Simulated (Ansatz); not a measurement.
# BSiH₂ (quartet): wave-function methods side by side, def2-TZVPP

One table from this session's results is given with a row withheld; the runs are named, their logs left out.

The runs use Ansatz 0.2.0, Gaussian basis; def2-TZVPP, core rule «outside noble gas», up to 6 orbitals frozen.

To be run: UHF; ROHF; CCSD(T) on UHF.

## What is computed

The geometry is a PBE0/def2-TZVP stationary point (not a proven minimum).

4 atoms, charge 0, spin multiplicity 4.

Atoms are counted from 1 here; the program's logs count them from 0.

Bond lengths: Si1–B2 1.993 Å, B2–H3 1.191 Å, B2–H4 1.191 Å. Angles: Si1–B2–H3 115.4°, Si1–B2–H4 115.4°, H3–B2–H4 129.2°.

The first run:

in.yaml reads:

```yaml
crystal:
  periodic: [false, false, false]
  atoms:
    - {symbol: Si, position_ang: [0.000000, 0.000000, 0.649966]}
    - {symbol: B, position_ang: [0.000000, 0.000000, -1.342837]}
    - {symbol: H, position_ang: [0.000000, -1.075954, -1.853888]}
    - {symbol: H, position_ang: [0.000000, 1.075954, -1.853888]}
basis:
  gaussian: {orbitals: def2-TZVPP}
magnetization: {spin_polarized: true, initial_magnetization: 3}
hamiltonian: {xc: hf}
output: {orbitals: {seedname: orbitals}}
```

Launch:

```
$ ansatz run in.yaml --threads 1 --pin off --events-out ev --progress --plain --max-ram 2816MiB --backend cpu
```

Steps of the session up to this table: UHF; ROHF; CCSD(T) on UHF.

One table of the session follows, with a row left open; its other results are not shown here.

It belongs to the step «Misses and costs». 

| method | from UCCSD(T) (meV) |
| --- | --- |
| ROHF | +5641.1 |
| UHF | ? |
| UMP2 | +1115.6 |
| UCCSD | +244.2 |
| UCCSD(T) | 0 |

Q: Estimate the row for UHF from the others.

The run gave: from UCCSD(T) (meV): +5604.4. In the column «from UCCSD(T) (meV)» it lies between UMP2 (+1115.6) and ROHF (+5641.1).

With the free atoms at the same levels and basis (separate runs), the atomisation energy is 9.526 eV at UCCSD(T), 7.984 eV at ROHF.
